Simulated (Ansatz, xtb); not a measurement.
**C5H11N: 5 structures ranked**

5 gas-phase structures of C5H11N, from a drawn sample of its isomers (lower ones may exist). Each was relaxed with GFN2-xTB; where two conformers were screened, the lower at r2SCAN-D4/def2-SVP is listed:

A. `C[C@H]1C[C@@H](N)C1`, a singlet
B. `C[C@@H]1CC[C@H]1N`, a singlet
C. `C[C@H]1C[C@H](N)C1`, a singlet
D. `CC1(N)CCC1`, a singlet
E. `C[C@@H]1CC[C@@H]1N`, a singlet

Problem. Which do you expect lowest at r2SCAN-D4/def2-SVP, and how would the others follow?

Solution. Calculated order at r2SCAN-D4/def2-SVP: D (0.0), E (1.1), A (1.3), B (1.4), C (2.1) kcal/mol. Less than 1 kcal/mol parts E and A; A and B; B and C, so the order within those pairs means little.

Energies above the lowest of each column, in kcal/mol; the last columns are at B3LYP/def2-SVP geometries:

```
structure  GFN2-xTB  HF/STO-3G  r2SCAN-D4/def2-SVP  B3LYP/def2-SVP  CCSD(T)/def2-SVP + ΔMP2/def2-TZVPP
        D       0.0        0.0                 0.0             0.2                                 0.0
        E       2.0        1.4                 1.1             1.2                                 2.3
        A       1.0        0.1                 1.3             0.3                                 1.7
        B       1.0        0.1                 1.4             0.0                                 1.3
        C       1.2        0.7                 2.1             1.4                                 2.6
```

Every level run on D puts it lowest or level with the lowest. CCSD(T)/def2-SVP + ΔMP2/def2-TZVPP orders those it was run on as D (0.0), B (1.3), A (1.7), E (2.3), C (2.6) kcal/mol. Less than 1 kcal/mol parts B and A; A and E; E and C, so the order within those pairs means little. Flexible structures stand in one conformer each, not always the lowest. ΔMP2 is the change of the MP2 energy from the smaller to the larger basis.

Over these structures GFN2-xTB departs from r2SCAN-D4/def2-SVP by 0.5 kcal/mol on average once a common shift is removed. A GFN2-xTB relaxation took about 0.082 s and the r2SCAN-D4/def2-SVP energy about 1.4 s on a shared host (Ansatz 0.2.0, xtb 6.7.1).
